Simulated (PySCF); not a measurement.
Species: BH5NP.
Structure used (PBE0-D3(BJ)/def2-SVP), in Å, numbered top down from 1:
```xyz
8
BH5NP angstrom
N     -1.278   -0.088   -0.140
B     -0.022   -0.244    0.427
P      1.503    0.591   -0.471
H     -2.121   -0.470    0.271
H     -1.436    0.423   -1.002
H      0.077   -0.880    1.451
H      2.450   -0.408   -0.089
H      1.827    1.414    0.653
```

Computed with PySCF at PBE0/def2-SVPD, non-relativistic, on one gas-phase PBE0-D3(BJ)/def2-SVP geometry that isn't relaxed in the solvent. The solvent is an IEF-PCM continuum (Bondi radii, 1.10 Å for H, scaled by 1.2), and excitations are vertical TDDFT with non-equilibrium linear response and a frozen core. Only the electrostatic response of the medium enters.

```json
{"run": "gas", "E − E(gas) (kJ/mol)": "0.00", "HOMO (eV)": "-6.95", "HOMO–LUMO gap (eV)": "6.64", "dipole (D)": "2.20", "lowest singlet (eV)": "5.08", "static polarisability (au)": "52.8"}
{"run": "P", "E − E(gas) (kJ/mol)": "-16.62", "HOMO (eV)": "-7.09", "HOMO–LUMO gap (eV)": "6.87", "dipole (D)": "2.86", "lowest singlet (eV)": "5.30", "static polarisability (au)": "74.0"}
{"run": "Q", "E − E(gas) (kJ/mol)": "-12.07", "HOMO (eV)": "-7.04", "HOMO–LUMO gap (eV)": "6.80", "dipole (D)": "2.67", "lowest singlet (eV)": "5.24", "static polarisability (au)": "67.0"}
```

Q: The runs were made in acetonitrile and chloroform. Which run belongs to which solvent?

A: P = acetonitrile, Q = chloroform. The dielectric constants are 4.711 (chloroform), 35.69 (acetonitrile), and the energy falls further as ε rises. The optical constants n² used for the excitations are 2.09, 1.81 in the same order. In this model the ground state sees the solvent through ε alone.

Q: How constant is the ratio of the lowering to (ε − 1)/(2ε + 1)?

A: 
```csv
solvent,(ε − 1)/(2ε + 1),E − E(gas) (kJ/mol),ratio (kJ/mol),polarisation term (kJ/mol)
chloroform,0.356,-12.07,-33.9,-13.56
acetonitrile,0.479,-16.62,-34.7,-19.49
```

The ratio changes by +2.3 % in size from chloroform to acetonitrile. The polarisation term is half the interaction of the solute with the induced surface charges.
